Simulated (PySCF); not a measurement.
Stepwise substitution at one centre (Al F-I). All species are isolated molecules in the gas phase. Strings in code marks are SMILES.

The HOMO–LUMO gap from two functionals at the same geometries (B3LYP-D3(BJ)/def2-TZVP), both in PySCF: PBE-D3(BJ)/def2-TZVP and B3LYP-D3(BJ)/def2-TZVP. B3LYP has the VWN-RPA correlation part, as in Gaussian. 

```json
[
 {"species": "0 of 3 F replaced by I (`[F][Al]([F])[F]`)", "PBE-D3(BJ)/def2-TZVP (eV)": "7.20"},
 {"species": "1 of 3 F replaced by I", "PBE-D3(BJ)/def2-TZVP (eV)": "4.75"},
 {"species": "2 of 3 F replaced by I (`[F][Al]([I])[I]`)", "PBE-D3(BJ)/def2-TZVP (eV)": "4.29"},
 {"species": "3 of 3 F replaced by I", "PBE-D3(BJ)/def2-TZVP (eV)": "3.87"}
]
```

What does B3LYP-D3(BJ)/def2-TZVP give for each?


- 0 of 3 F replaced by I (`[F][Al]([F])[F]`): 9.49
- 1 of 3 F replaced by I: 6.19
- 2 of 3 F replaced by I (`[F][Al]([I])[I]`): 5.71
- 3 of 3 F replaced by I: 5.26
Over these rows, drawn at random from the members with no instability flagged (it was tested for open shells, ions and some series alone), PBE minus B3LYP-D3(BJ): mean -1.64 eV, from -2.30 eV to -1.39 eV.
